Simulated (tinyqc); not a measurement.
Worked calculation: geometry optimisation on the UHF/sto-3g surface (energies and gradients from PySCF), for CH2, spin multiplicity 3. Computed by tinyqc, a small Python program that keeps every step (integrals from PySCF). Settings: charge = 0, multiplicity = 3, basis = sto-3g, optimiser = bfgs, first Hessian = 0.15, largest step = 0.5, iteration cap = 30. Command: `OMP_NUM_THREADS=1 python tinyqc.py 22262 22263 out.jsonl` (the two numbers bound the seeds that draw the settings). One thread of a shared host (Intel(R) Xeon(R) Processor @ 2.60GHz), about 0.8 s of CPU time with the checks.

## Step 1: energy and gradient

positions at the start (bohr):
```
          x        y       z
1C  -0.0472  -0.1304  0.0283
2H   0.0321   1.7631  0.8806
3H   0.0983  -1.7518  0.9241
```

Self-consistent energy and analytic gradient at these positions.

energy = -38.425947 hartree

gradient (hartree/bohr):
```
            x          y          z
1C   0.008471  -0.117409   0.049136
2H   0.000657   0.015727   0.007060
3H  -0.009128   0.101681  -0.056196
```

## Step 1: move

Quasi-Newton step p = -H^(-1) g (first H = 0.15 times the unit matrix); steps longer than 0.5 bohr are cut back (factor 0.432 here).

positions after step 1 (bohr):
```
          x        y        z
1C  -0.0716   0.2077  -0.1131
2H   0.0302   1.7178   0.8603
3H   0.1246  -2.0446   1.0859
```

## Step 2: energy and gradient

As before.

energy = -38.373810 hartree

gradient (hartree/bohr):
```
            x          y          z
1C  -0.002180   0.263578   0.017905
2H  -0.008729  -0.147979  -0.085845
3H   0.010910  -0.115599   0.067940
```

## Step 2: move

inverse Hessian in use (bohr^2/hartree), lower triangle:
```
         1        2        3        4        5        6        7       8
1   6.6729
2   0.0812   3.2243
3   0.0578   0.1678   7.1291
4  -0.0057   0.0913  -0.0311   6.6658
5  -0.0916   1.5797  -0.4906  -0.0185   6.3052
6  -0.0550   0.9019  -0.3009  -0.0094  -0.1881   6.5707
7  -0.0005  -0.1725  -0.0268   0.0066   0.1101   0.0644   6.6607
8   0.0104   1.8627   0.3228  -0.0728  -1.2182  -0.7138   0.0624  6.0222
9  -0.0028  -1.0697  -0.1616   0.0405   0.6787   0.3969  -0.0376  0.3910

        9
9  6.4313
```

Quasi-Newton step p = -H^(-1) g (the inverse Hessian comes from BFGS updates; coordinates in the order x, y, z of each atom); steps longer than 0.5 bohr are cut back (factor 0.982 here).

positions after step 2 (bohr):
```
          x        y        z
1C  -0.0960  -0.0386  -0.3310
2H   0.0498   2.0329   1.0503
3H   0.1294  -2.1133   1.1137
```

## Convergence

Stop when the largest gradient component is below 3e-5 hartree/bohr. The inverse Hessian follows the BFGS update with s = step, y = change of gradient.

Course of the optimisation:
```
step  E (hartree)  largest gradient (hartree/bohr)
1      -38.425947                         1.17e-01
2      -38.373810                         2.64e-01
3      -38.360900                         1.61e-01
4      -38.415448                         1.54e-01
5      -38.435597                         1.90e-02
6      -38.436109                         8.80e-03
7      -38.436226                         3.20e-03
8      -38.436234                         3.91e-04
9      -38.436234                         2.39e-05
```

Final distances (angstrom):
```
pair   distance
2H-1C    1.0820
3H-1C    1.0820
3H-2H    1.9240
```

Converged in 9 steps.
